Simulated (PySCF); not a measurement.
H2S, charge +3, doublet, at a GFN2-xTB geometry of the parent state (a state made from the parent by changing its charge; the spin is typed, not shown lowest); B3LYP/aug-cc-pVDZ (PySCF).

Here is a job for PySCF.
```python
from pyscf import gto, scf, dft

mol = gto.Mole()
mol.atom = '''
    S    -0.000362   -0.002134    0.103903
    H    -0.038472    1.008615   -0.811003
    H     0.044257   -0.974478   -0.851437
'''
mol.basis = 'aug-cc-pvdz'
mol.charge = 3
mol.spin = 1
mol.verbose = 3
mol.build()

mf = dft.ROKS(mol)
mf.xc = 'b3lyp'
mf.kernel()
mf.analyze()
```

The log (banner, timings and long lists left out):

```
converged SCF energy = -397.030359168211
**** MO energy ****
                Roothaan           | alpha              | beta
MO #1   energy= -90.2747477778349  | -90.2781284463946  | -90.2713671092759  occ= 2
MO #2   energy= -9.29539267278607  | -9.29913338376465  | -9.2916519618125   occ= 2
MO #3   energy= -7.27004138940072  | -7.27226793646461  | -7.26781484233683  occ= 2
MO #4   energy= -7.25625661156407  | -7.26636495897052  | -7.24614826415937  occ= 2
MO #5   energy= -7.24788261737246  | -7.2500585251349   | -7.24570670961002  occ= 2
MO #6   energy= -1.88664511959063  | -1.90947933836026  | -1.8638109020928   occ= 2
MO #7   energy= -1.52296655208928  | -1.53423177803392  | -1.51170132614464  occ= 2
MO #8   energy= -1.4357124840882   | -1.51998313995975  | -1.35144181935705  occ= 1
MO #9   energy= -1.31460809503642  | -1.32722378312993  | -1.30199240694292  occ= 0
MO #10  energy= -0.959649327926808 | -0.981081036560731 | -0.938217619292884 occ= 0
MO #11  energy= -0.886573297232457 | -0.89844911495185  | -0.874697479056318 occ= 0
MO #12  energy= -0.739182348459866 | -0.756241535400755 | -0.722123166089572 occ= 0
MO #13  energy= -0.714821929101349 | -0.719251862408803 | -0.710391995793896 occ= 0
MO #14  energy= -0.713536307984206 | -0.733017723804427 | -0.694054892163985 occ= 0
MO #15  energy= -0.680641581068261 | -0.686792067100981 | -0.674491096009121 occ= 0
MO #16  energy= -0.581100599776142 | -0.583869418497423 | -0.578331781054864 occ= 0
 ** Mulliken atomic charges  **
charge of    0S =      2.09449
charge of    1H =      0.45275
charge of    2H =      0.45275

WARN: System has nonzero charge 3; the dipole moment is origin-dependent.
Location of origin: [0. 0. 0.]

Dipole moment(X, Y, Z, Debye):  0.00686,  0.04053, -1.97408
```
